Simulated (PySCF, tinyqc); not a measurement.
Inside a calculation. Method: CIS on RHF in the sto-6g basis, for BH, spin multiplicity 1. The lowest restricted solution is unstable here: a spin-polarised one lies 0.0078 hartree lower (PySCF). One step of it, computed by the program tinyqc.

Task: CIS matrix, triplets. A(ia,jb) = (e_a - e_i) d_ij d_ab - (ij|ab).

orbital energies (hartree): [-7.456599, -0.503270, -0.248424, 0.258178, 0.258178, 0.486705]

Two-electron integrals over orbitals (pq|rs), unique and non-zero (hartree):
```
(11|11) 2.903698    (21|11) -0.259327   (21|21) 0.037987    (22|11) 0.607971
(22|21) -0.006985   (22|22) 0.505743    (31|11) -0.194855   (31|21) 0.025889
(31|22) -0.015444   (31|31) 0.029319    (32|11) 0.133920    (32|21) -0.009120
(32|22) -0.047353   (32|31) 0.004383    (32|32) 0.105209    (33|11) 0.636620
(33|21) -0.011974   (33|22) 0.434062    (33|31) 0.003258    (33|32) 0.040581
(33|33) 0.508069    (41|41) 0.021985    (42|41) 0.021447    (42|42) 0.071781
(43|41) 0.016027    (43|42) 0.044807    (43|43) 0.050336    (44|11) 0.743125
(44|21) -0.009097   (44|22) 0.459322    (44|31) -0.006220   (44|32) 0.069496
(44|33) 0.471155    (44|44) 0.587109    (51|51) 0.021985    (52|51) 0.021447
(52|52) 0.071781    (53|51) 0.016027    (53|52) 0.044807    (53|53) 0.050336
(54|54) 0.031641    (55|11) 0.743125    (55|21) -0.009097   (55|22) 0.459322
(55|31) -0.006220   (55|32) 0.069496    (55|33) 0.471155    (55|44) 0.523827
(55|55) 0.587109    (61|11) 0.121265    (61|21) -0.021070   (61|22) -0.006936
(61|31) -0.002082   (61|32) 0.015090    (61|33) 0.017640    (61|44) 0.003776
(61|55) 0.003776    (61|61) 0.024666    (62|11) -0.176879   (62|21) 0.003011
(62|22) -0.035047   (62|31) 0.012816    (62|32) -0.045024   (62|33) -0.001076
(62|44) -0.092679   (62|55) -0.092679   (62|61) 0.009318    (62|62) 0.110275
(63|11) 0.129677    (63|21) -0.003271   (63|22) -0.023786   (63|31) 0.005760
(63|32) 0.092231    (63|33) 0.053120    (63|44) 0.069508    (63|55) 0.069508
(63|61) 0.009744    (63|62) -0.061675   (63|63) 0.107863    (64|41) -0.009314
(64|42) -0.032353   (64|43) -0.004535   (64|64) 0.028761    (65|51) -0.009314
(65|52) -0.032353   (65|53) -0.004535   (65|65) 0.028761    (66|11) 0.633922
(66|21) -0.005762   (66|22) 0.518382    (66|31) -0.015267   (66|32) -0.062137
(66|33) 0.459529    (66|44) 0.453698    (66|55) 0.453698    (66|61) -0.008677
(66|62) -0.009863   (66|63) -0.037214   (66|66) 0.566757
```

Give: CIS matrix A, triplet.

Result:

CIS matrix A, triplet (hartree), order 1>4, 1>5, 1>6, 2>4, 2>5, 2>6, 3>4, 3>5, 3>6:
```
[[6.9717, 0.0000, 0.0000, 0.0091, 0.0000, 0.0000, 0.0062, 0.0000, 0.0000],
 [0.0000, 6.9717, 0.0000, 0.0000, 0.0091, 0.0000, 0.0000, 0.0062, 0.0000],
 [0.0000, 0.0000, 7.3094, 0.0000, 0.0000, 0.0058, 0.0000, 0.0000, 0.0153],
 [0.0091, 0.0000, 0.0000, 0.3021, 0.0000, 0.0000, -0.0695, 0.0000, 0.0000],
 [0.0000, 0.0091, 0.0000, 0.0000, 0.3021, 0.0000, 0.0000, -0.0695, 0.0000],
 [0.0000, 0.0000, 0.0058, 0.0000, 0.0000, 0.4716, 0.0000, 0.0000, 0.0621],
 [0.0062, 0.0000, 0.0000, -0.0695, 0.0000, 0.0000, 0.0354, 0.0000, 0.0000],
 [0.0000, 0.0062, 0.0000, 0.0000, -0.0695, 0.0000, 0.0000, 0.0354, 0.0000],
 [0.0000, 0.0000, 0.0153, 0.0000, 0.0000, 0.0621, 0.0000, 0.0000, 0.2756]]
```
